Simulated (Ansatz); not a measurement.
# AlSiH (singlet): wave-function methods side by side at distance Si1–Al2 = 1.904 Å, 6-31G

The task here is to estimate one member of a computed series from the others.

Program: Ansatz 0.2.0, Gaussian basis. Level of theory: 6-31G, core rule «outside noble gas», up to 10 orbitals frozen. These are calculated values, not measurements.

The runs, in order: UHF; CCSD(T) on RHF; CCSD(T) on UHF; BCCD(T) on RHF; CISD; CCSDT(Q) on RHF; CCSDT(Q) on UHF; CISDTQ; CCSDTQ on RHF; CASSCF and MRCISD+Q, 2 electrons in 2 orbitals; CASSCF and NEVPT2, 2 electrons in 2 orbitals; CASSCF and MRCISD+Q, 8 electrons in 9 orbitals; CASSCF and NEVPT2, 8 electrons in 9 orbitals; Full CI.

24 further runs of the same task are left out: 3 for a known fault of the program, 1 for a mislabelled method, 16 that didn't finish, 4 set aside as unsound or not needed.

## The geometry

The geometry derives from a PBE0/def2-TZVP stationary point (not a proven minimum). One bond is set to the value named and the two fragments are kept rigid.

3 atoms, charge 0, spin multiplicity 1.

Atoms are counted from 1 here; the program's logs count them from 0.

Bond lengths: Si1–Al2 1.904 Å, Al2–H3 1.595 Å. Angles: Si1–Al2–H3 180.0°.

As a file:

| atom | x (Å) | y (Å) | z (Å) |
| --- | --- | --- | --- |
| Si1 | 0.0000 | 0.0000 | 1.8009 |
| Al2 | 0.0000 | 0.0000 | -0.1031 |
| H3 | 0.0000 | 0.0000 | -1.6979 |

The first run:

Contents of in.yaml:

```yaml
crystal:
  periodic: [false, false, false]
  atoms:
    - {symbol: Si, position_ang: [0.000000, 0.000000, 1.800935]}
    - {symbol: Al, position_ang: [0.000000, 0.000000, -0.103065]}
    - {symbol: H, position_ang: [0.000000, 0.000000, -1.697871]}
basis:
  gaussian: {orbitals: 6-31G}
magnetization: {spin_polarized: true, initial_magnetization: 0}
hamiltonian: {xc: hf}
output: {orbitals: {seedname: orbitals}}
```

On the command line:

```bash
$ ansatz run in.yaml --threads 1 --pin off --events-out ev --progress --plain --max-ram 2393MiB
```

Steps of the session up to this table: UHF; CCSD(T) on RHF; CCSD(T) on UHF; BCCD(T) on RHF; CISD; CCSDT(Q) on RHF; CCSDT(Q) on UHF; CISDTQ; CCSDTQ on RHF; CASSCF and MRCISD+Q, 2 electrons in 2 orbitals; CASSCF and NEVPT2, 2 electrons in 2 orbitals; CASSCF and MRCISD+Q, 8 electrons in 9 orbitals; CASSCF and NEVPT2, 8 electrons in 9 orbitals; Full CI.

One of the session's tables, all rows but one given; the rest of the session is left out.

It belongs to the step «Misses and costs». 

| method | from FCI (meV) |
| --- | --- |
| RHF | +2648.6 |
| RMP2 | +853.7 |
| CISD | +314.4 |
| RCCSD | +149.9 |
| RCCSD(T) | +81.7 |
| BCCD(T) | +82.7 |
| RCCSDT | +39.9 |
| CISDTQ | +33.5 |
| RCCSDT(Q) | +12.0 |
| RCCSDTQ | +1.2 |
| CASSCF valence | +659.4 |
| NEVPT2 valence | ? |
| MRCISD valence | +16.3 |
| MRCISD+Q valence | +1.9 |
| FCI | 0 |

**Question.** Estimate the row for NEVPT2 valence.

**Answer.** from FCI (meV): +207.6. In the column «from FCI (meV)» it lies between RCCSD (+149.9) and CISD (+314.4).

Left out of the table: CASSCF pair, NEVPT2 pair, MRCISD pair, MRCISD+Q pair (the active space lost an orbital or holds another state than full CI finds).

Caveats from the session: The report flags that the cluster equations may have other roots. Left out of the table: UHF, UMP2, UCCSD, UCCSD(T), UCCSDT, UCCSDT(Q) (another determinant or state than the rows shown). The program flags RCCSDT(Q), RCCSDTQ as in doubt, so those rows may rest on another solution; read them beside their warnings. Warnings in the runs' records: passed over end.
